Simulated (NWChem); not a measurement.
# CCSD/MINI run of PN (phosphorus nitride), part 2 of 2

NWChem 7.3.0. The steps go on from the part before.

## Step 3: The doublet cation, same level

The input, np.nw:

```
start np
title "NP ccsd"
memory stack 880 mb heap 220 mb global 1100 mb
charge 1

geometry noautosym nocenter noautoz
   N      0.000000     0.000000     0.000000
   P      0.000000     0.000000     1.490866
end

basis spherical bse
   * library MINI
end

scf
   doublet
   uhf
   thresh 1e-08
   maxiter 80
   noprint "final vectors analysis"
end

tce
   scf
   ccsd
   freeze core 6
   maxiter 60
end

task tce energy
```

Run with:

```bash
$ nwchem np.nw > np.out
```

Output:

```text
Northwest Computational Chemistry Package (NWChem) 7.3.0
             --------------------------------------------------------

           Job information
           ---------------

    nwchem branch   = 7.3.0
    use scalapack   = T
    input           = np.nw
    prefix          = np.
    data base       = ./np.db
    status          = startup
    nproc           =        1

           Memory information
           ------------------

    heap     =     28835836 doubles =      220.0 Mbytes
    stack    =    115343361 doubles =      880.0 Mbytes
    global   =    144179200 doubles =     1100.0 Mbytes (distinct from heap & stack)
    total    =    288358397 doubles =     2200.0 Mbytes
    verify   = yes
    hardfail = no

           Directory information
           ---------------------

  0 permanent = .
  0 scratch   = .

                                NWChem Input Module
                                -------------------

                                      NP ccsd
                                      -------

 Scaling coordinates for geometry "geometry" by  1.889725989
 (inverse scale =  0.529177249)

                             Geometry "geometry" -> ""
                             -------------------------

 Output coordinates in angstroms (scale by  1.889725989 to convert to a.u.)

  No.       Tag          Charge          X              Y              Z
 ---- ---------------- ---------- -------------- -------------- --------------
    1 N                    7.0000     0.00000000     0.00000000     0.00000000
    2 P                   15.0000     0.00000000     0.00000000     1.49086600

      Atomic Mass
      -----------

      N                 14.003070
      P                 30.973760

 Effective nuclear repulsion energy (a.u.)      37.2693529432

            Nuclear Dipole moment (a.u.)
            ----------------------------
        X                 Y               Z
 ---------------- ---------------- ----------------
     0.0000000000     0.0000000000    42.2599233854

            XYZ format geometry
            -------------------
     2
 geometry
 N                     0.00000000     0.00000000     0.00000000
 P                     0.00000000     0.00000000     1.49086600

 ==============================================================================
                                internuclear distances
 ------------------------------------------------------------------------------
       center one      |      center two      | atomic units |  angstroms
 ------------------------------------------------------------------------------
    2 P                |   1 N                |     2.81733  |     1.49087
 ------------------------------------------------------------------------------
                         number of included internuclear distances:          1
 ==============================================================================

 Summary of "ao basis" -> "" (spherical)
 ------------------------------------------------------------------------------
       Tag                 Description            Shells   Functions and Types
 ---------------- ------------------------------  ------  ---------------------
 *                            MINI                    on all atoms

                      Basis "ao basis" -> "ao basis" (spherical)
                      -----
  [basis functions not shown]

 Summary of "ao basis" -> "ao basis" (spherical)
 ------------------------------------------------------------------------------
       Tag                 Description            Shells   Functions and Types
 ---------------- ------------------------------  ------  ---------------------
 N                            MINI                   3        5   2s1p
 P                            MINI                   5        9   3s2p

                                 NWChem SCF Module
                                 -----------------

                                      NP ccsd

  ao basis        = "ao basis"
  functions       =    14
  atoms           =     2
  alpha electrons =    11
  beta  electrons =    10
  charge          =   1.00
  wavefunction    = UHF
  input vectors   = atomic
  output vectors  = ./np.movecs
  use symmetry    = F
  symmetry adapt  = F

 Summary of "ao basis" -> "ao basis" (spherical)
 ------------------------------------------------------------------------------
       Tag                 Description            Shells   Functions and Types
 ---------------- ------------------------------  ------  ---------------------
 N                            MINI                   3        5   2s1p
 P                            MINI                   5        9   3s2p

 Forming initial guess at       0.0s

      Superposition of Atomic Density Guess
      -------------------------------------

 Sum of atomic energies:        -392.90195952

 Renormalizing density from      22.00 to     21

      Non-variational initial energy
      ------------------------------

 Total energy =    -381.633815
 1-e energy   =    -589.237155
 2-e energy   =     170.333987
 HOMO         =      -0.740097
 LUMO         =      -0.446653

 Starting SCF solution at       0.0s

 ----------------------------------------------
         Quadratically convergent UHF

 Convergence threshold     :          1.000E-08
 Maximum no. of iterations :           80
 Integral*density screening:          1.000E-10
 ----------------------------------------------

              iter       energy          gnorm     gmax       time
             ----- ------------------- --------- --------- --------
                 1     -392.5075935120  4.99D-01  2.45D-01      0.0
                 2     -392.5435285734  2.48D-01  8.67D-02      0.1
  ga_iter_lsolve: convergence stagnant ... aborting solve

 Disabled NR: increased maxiter to  90

                 3     -392.5567319748  1.32D-01  1.03D-01      0.1
                 4     -392.5663110092  1.08D-01  3.34D-02      0.1
                 5     -392.5755640787  1.74D-01  5.58D-02      0.1
                 6     -392.5847761185  1.64D-01  9.30D-02      0.1
                 7     -392.5914795177  9.37D-02  6.61D-02      0.2
                 8     -392.5973791376  4.27D-02  1.77D-02      0.2
                 9     -392.5977295256  1.70D-02  8.19D-03      0.2
                10     -392.5978059037  9.83D-03  3.92D-03      0.2
                11     -392.5978218242  3.29D-03  1.41D-03      0.2
                12     -392.5978286356  3.80D-03  1.38D-03      0.2
                13     -392.5978301586  8.81D-04  2.88D-04      0.2
                14     -392.5978302999  2.08D-04  9.11D-05      0.2
                15     -392.5978303097  6.29D-05  3.00D-05      0.3
                16     -392.5978303106  3.31D-05  1.78D-05      0.3
                17     -392.5978303109  1.37D-05  7.82D-06      0.3
                18     -392.5978303109  4.84D-06  2.70D-06      0.3
                19     -392.5978303109  2.47D-06  1.48D-06      0.3
                20     -392.5978303109  4.93D-07  2.44D-07      0.3
                21     -392.5978303109  1.41D-07  6.34D-08      0.3
                22     -392.5978303109  8.63D-08  5.65D-08      0.3
                23     -392.5978303109  2.78D-08  1.67D-08      0.3
                24     -392.5978303109  2.62D-08  1.74D-08      0.4
                25     -392.5978303109  1.48D-08  9.96D-09      0.4
                26     -392.5978303109  1.72D-09  7.19D-10      0.4

       Final UHF  results
       ------------------

         Total SCF energy =   -392.597830310890
      One electron energy =   -606.848947941071
      Two electron energy =    176.981764687013
 Nuclear repulsion energy =     37.269352943167

                       Sz =      0.5000
                 Sz(Sz+1) =      0.7500
                      S^2 =      1.5447

        Time for solution =      0.3s

          Final alpha eigenvalues
          -----------------------

              1
    1  -79.9666
    2  -16.0366
    3   -8.0176
    4   -5.8871
    5   -5.8695
    6   -5.8695
    7   -1.6595
    8   -1.1285
    9   -0.9666
   10   -0.9666
   11   -0.8609
   12   -0.2760
   13   -0.2760
   14    0.0403

          Final beta eigenvalues
          ----------------------

              1
    1  -79.9735
    2  -15.9702
    3   -8.0264
    4   -5.8902
    5   -5.8902
    6   -5.8843
    7   -1.5000
    8   -0.9586
    9   -0.7815
   10   -0.7815
   11   -0.3217
   12   -0.2170
   13   -0.2170
   14    0.1070

 center of mass
 --------------
 x =   0.00000000 y =   0.00000000 z =   1.94018227

 moments of inertia (a.u.)
 ------------------
          76.542604986718           0.000000000000           0.000000000000
           0.000000000000          76.542604986718           0.000000000000
           0.000000000000           0.000000000000           0.000000000000

  Mulliken analysis of the total density
  --------------------------------------

    Atom       Charge   Shell Charges
 -----------   ------   -------------------------------------------------------
    1 N    7     7.13   2.00  1.72  3.41
    2 P   15    13.87   2.00  2.00  1.78  5.96  2.13

  Mulliken analysis of the alpha density
  --------------------------------------

    Atom       Charge   Shell Charges
 -----------   ------   -------------------------------------------------------
    1 N    7     4.68   1.00  0.97  2.71
    2 P   15     6.32   1.00  1.00  0.86  2.97  0.49

   Mulliken analysis of the beta density
   -------------------------------------

    Atom       Charge   Shell Charges
 -----------   ------   -------------------------------------------------------
    1 N    7     2.45   1.00  0.75  0.70
    2 P   15     7.55   1.00  1.00  0.92  2.98  1.64

   Mulliken analysis of the spin density
   -------------------------------------

    Atom       Charge   Shell Charges
 -----------   ------   -------------------------------------------------------
    1 N    7     2.23   0.00  0.22  2.01
    2 P   15    -1.23  -0.00  0.00 -0.06 -0.01 -1.16

       Multipole analysis of the density wrt the origin
       ------------------------------------------------

     L   x y z        total         alpha         beta         nuclear
     -   - - -        -----         -----         ----         -------
     0   0 0 0      1.000000    -11.000000    -10.000000     22.000000

     1   1 0 0      0.000000      0.000000      0.000000      0.000000
     1   0 1 0      0.000000      0.000000      0.000000      0.000000
     1   0 0 1      2.087629    -18.332147    -21.840147     42.259923

     2   2 0 0    -12.185690     -5.339336     -6.846354      0.000000
     2   1 1 0     -0.000000     -0.000000      0.000000      0.000000
     2   1 0 1      0.000000      0.000000      0.000000      0.000000
     2   0 2 0    -12.185690     -5.339336     -6.846354      0.000000
     2   0 1 1      0.000000      0.000000      0.000000      0.000000
     2   0 0 2     -6.208794    -59.257544    -66.011325    119.060075

                   NWChem Extensible Many-Electron Theory Module
                   ---------------------------------------------

              ======================================================
                   This portion of the program was automatically
                  generated by a Tensor Contraction Engine (TCE).
                  The development of this portion of the program
                 and TCE was supported by US Department of Energy,
                Office of Science, Office of Basic Energy Science.
                      TCE is a product of Battelle and PNNL.
              ======================================================

                                      NP ccsd

            General Information
            -------------------
      Number of processors :     1
         Wavefunction type : Unrestricted Hartree-Fock
          No. of electrons :    21
           Alpha electrons :    11
            Beta electrons :    10
           No. of orbitals :    28
            Alpha orbitals :    14
             Beta orbitals :    14
        Alpha frozen cores :     6
         Beta frozen cores :     6
     Alpha frozen virtuals :     0
      Beta frozen virtuals :     0
         Spin multiplicity : doublet
    Number of AO functions :    14
       Number of AO shells :     8
        Use of symmetry is : off
      Symmetry adaption is : off
         Schwarz screening : 0.10D-09

          Correlation Information
          -----------------------
          Calculation type : Coupled-cluster singles & doubles
   Perturbative correction : none
            Max iterations :       60
        Residual threshold : 0.10D-06
     T(0) DIIS level shift : 0.00D+00
     L(0) DIIS level shift : 0.00D+00
     T(1) DIIS level shift : 0.00D+00
     L(1) DIIS level shift : 0.00D+00
     T(R) DIIS level shift : 0.00D+00
     T(I) DIIS level shift : 0.00D+00
   CC-T/L Amplitude update :  5-th order DIIS
                I/O scheme : Global Array Library
        L-threshold :  0.10D-06
        EOM-threshold :  0.10D-06
 no EOMCCSD initial starts read in
 TCE RESTART OPTIONS
 READ_INT:   F
 WRITE_INT:  F
 READ_TA:    F
 WRITE_TA:   F
 READ_XA:    F
 WRITE_XA:   F
 READ_IN3:   F
 WRITE_IN3:  F
 SLICE:      F
 D4D5:       F
 quantumc:   F
 qrotation:  F
 pwtce:      F
 qducc:      F
 nacto:                         0
 nrotv:                         0
 nrot:                          0

            Memory Information
            ------------------
          Available GA space size is     144178808 doubles
          Available MA space size is     144178156 doubles

 Maximum block size        32 doubles

 tile_dim =      5

 Block   Spin    Irrep     Size     Offset   Alpha
 -------------------------------------------------
   1    alpha     a      5 doubles       0       1
   2    beta      a      4 doubles       5       2
   3    alpha     a      3 doubles       9       3
   4    beta      a      4 doubles      12       4

 Global array virtual files algorithm will be used

 Parallel file system coherency ......... OK

 Fock matrix recomputed
 1-e file size   =              128
 1-e file name   = ./np.f1

 tce_ao2e: fast2e=1
 half-transformed integrals in memory

 2-e (intermediate) file size =           31556
 2-e (intermediate) file name = ./np.v2i

 tce_mo2e: fast2e=1
 2-e integrals stored in memory

 2-e file size   =             8801
 2-e file name   = ./np.v2
 T1-number-of-tasks                    2

 t1 file size   =               31
 t1 file name   = ./np.t1
 t1 file handle =       -998
 T2-number-of-boxes                    3

 t2 file size   =              721
 t2 file name   = ./np.t2
 t2 file handle =       -995
CCSD iterations
 ---------------------------------------------------------
 Iter          Residuum       Correlation     Cpu    Wall
 ---------------------------------------------------------
NEW TASK SCHEDULING
CCSD_T1_NTS --- OK
CCSD_T2_NTS --- OK
    1   0.0818924521637  -0.0632628305791     0.0     0.0
    2   0.0476507590577  -0.0766569679104     0.0     0.0
    3   0.0375645675908  -0.0830224016901     0.0     0.0
    4   0.0305148552598  -0.0881092533187     0.0     0.0
    5   0.0253944632659  -0.0920849563690     0.0     0.0
 MICROCYCLE DIIS UPDATE:                    5                    5
    6   0.0078553761648  -0.1101966020089     0.0     0.0
    7   0.0054036114832  -0.1097773242972     0.0     0.0
    8   0.0041940663277  -0.1097519720974     0.0     0.0
    9   0.0033261029917  -0.1097181832748     0.0     0.0
   10   0.0026676055449  -0.1097018023761     0.0     0.0
 MICROCYCLE DIIS UPDATE:                   10                    5
   11   0.0004485261183  -0.1096809401510     0.0     0.0
   12   0.0003224174044  -0.1097170019891     0.0     0.0
   13   0.0002544989103  -0.1097519577457     0.0     0.0
   14   0.0002096413312  -0.1097766899731     0.0     0.0
   15   0.0001747839996  -0.1097964045685     0.0     0.0
 MICROCYCLE DIIS UPDATE:                   15                    5
   16   0.0000461360085  -0.1098783080136     0.0     0.0
   17   0.0000285507768  -0.1098773064298     0.0     0.0
   18   0.0000219855180  -0.1098779629599     0.0     0.0
   19   0.0000174727658  -0.1098783531333     0.0     0.0
   20   0.0000140694030  -0.1098787345857     0.0     0.0
 MICROCYCLE DIIS UPDATE:                   20                    5
   21   0.0000024974185  -0.1098804961300     0.0     0.0
   22   0.0000019486396  -0.1098806853452     0.0     0.0
   23   0.0000015257499  -0.1098809000029     0.0     0.0
   24   0.0000012582609  -0.1098810486611     0.0     0.0
   25   0.0000010479690  -0.1098811673563     0.0     0.0
 MICROCYCLE DIIS UPDATE:                   25                    5
   26   0.0000001784088  -0.1098816669647     0.0     0.0
   27   0.0000000889744  -0.1098816595487     0.0     0.0
 -----------------------------------------------------------------
 Iterations converged
 CCSD correlation energy / hartree =        -0.109881659548749
 CCSD total energy / hartree       =      -392.707711970439050

 Singles contributions
    12a   (alpha) ---     9a   (alpha)        0.2463091819
    13a   (alpha) ---    10a   (alpha)        0.2463091819
    12a   (beta ) ---     9a   (beta )        0.1699301568
    13a   (beta ) ---    10a   (beta )       -0.1699301568

 Doubles contributions
    12a   (alpha)    12a   (beta ) ---     9a   (alpha)     9a   (beta )        0.1483060432
    12a   (alpha)    13a   (beta ) ---     9a   (alpha)    10a   (beta )       -0.1118151701
    13a   (alpha)    12a   (beta ) ---    10a   (alpha)     9a   (beta )        0.1118151701
    13a   (alpha)    13a   (beta ) ---    10a   (alpha)    10a   (beta )       -0.1483060432

 Task  times  cpu:        0.5s     wall:        0.5s
 Total times  cpu:        0.5s     wall:        0.5s
```

Wall time 1.1 s (1 thread of Intel Xeon Platinum 8375C at 2.90GHz (Ice Lake), shared host); peak memory 0.098 GiB.

## Step 4: Summary of results

This closing draws on all 2 parts.

Level: CCSD/MINI, 6 core orbitals frozen.

```
                                                   quantity          value
                                   singlet PN: total energy  -393.11361 Eh
    singlet PN: correlation energy (6 core orbitals frozen)     -140.6 mEh
                               doublet cation: total energy  -392.70771 Eh
doublet cation: correlation energy (6 core orbitals frozen)     -109.9 mEh
          doublet cation: ⟨S²⟩ of the reference determinant          1.545
         vertical ionisation energy (to the doublet cation)      11.045 eV
```

What this shows: Removing an electron at fixed nuclei costs 11.04 eV (1066 kJ/mol). In a minimal basis such a difference can be off by several eV, whatever the method. ⟨S²⟩ (doublet cation) is 1.54 where a pure doublet has 0.75: the reference is spin-contaminated.
